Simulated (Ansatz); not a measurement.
# N$_{2}$H, doublet: the ladder up to UCCSDT(Q)

Geometry: a point of a bend scan, not a stationary point.

```yaml
atoms:
  - { symbol: N, position_ang: [0.0000, -0.1945, 0.5189] }
  - { symbol: N, position_ang: [0.0000, 0.1434, -0.5956] }
  - { symbol: H, position_ang: [0.0000, 0.7095, 1.0657] }
```

Basis cc-pVDZ; Ansatz 0.2.0. Correlated methods freeze the noble-gas cores, which leaves 11 electrons in 31 orbitals. R marks a restricted (for open shells ROHF) determinant, U an unrestricted one. Active spaces: valence = (11e, 9o) chosen from the atoms' valence shells; pair = (3e, 3o) about the gap.

Full CI isn't at hand for all of this; UCCSDT(Q) serves as the reference, and is uncertain by about the last step of the cluster series. The frozen core follows each run's orbitals, which can shift R against U totals by a few meV.

For open shells CISD is restricted-active-space CI with the open shells as a complete middle space.

The UHF ⟨S²⟩ is 0.848. The T1 diagnostic (RCCSD) is 0.0277, the largest doubles amplitude (RCCSD) is 0.123 and the T1 diagnostic (UCCSD) is 0.0381.

| level | E − E(UCCSDT(Q)) (meV) | share of correlation (%) | wall time |
| --- | --- | --- | --- |
| RHF | 9018 | 0.00 | – |
| UHF | 8797 | 2.45 | – |
| RMP2 | 804 | 91.08 | – |
| UMP2 | 1035 | 88.53 | – |
| CISD | 971 | 89.23 | 1.1 s |
| RCCSD | 346 | 96.16 | – |
| UCCSD | 340 | 96.23 | – |
| RCCSD(T) | 45 | 99.50 | 0.93 s |
| UCCSD(T) | 53 | 99.41 | 1 s |
| BCCD(T) | 46 | 99.49 | 1.2 s |
| RCCSDT | 32 | 99.65 | – |
| UCCSDT | 31 | 99.65 | – |
| RCCSDT(Q) | 1 | 99.99 | 16 s |
| CASSCF (pair space) | 8048 | 10.75 | – |
| NEVPT2 (pair space) | 801 | 91.11 | 0.24 s |
| MRCISD (pair space) | 788 | 91.26 | – |
| MRCISD+Q (pair space) | 151 | 98.33 | 0.51 s |
| CASSCF (valence space) | 5565 | 38.29 | – |
| NEVPT2 (valence space) | 973 | 89.21 | 2.4 s |
| MRCISD (valence space) | 315 | 96.50 | – |
| MRCISD+Q (valence space) | 21 | 99.77 | 4.2 s |

The correlation energy at UCCSDT(Q), counted from RHF, is -9.018 eV. That run took 14 s on 1 thread of Arm Neoverse V1, shared host.

Times hold each run's SCF and search for its determinant on a shared host, so for small cases they say little of a method's own cost; they ran on 1 thread of Arm Neoverse V1.

Natural occupations of CASSCF (valence space) about the gap: 1.988 1.978 1.968 1.931 1.013 0.076 0.029 0.023; effectively unpaired electrons, Σ n²(2−n)², 1.05.
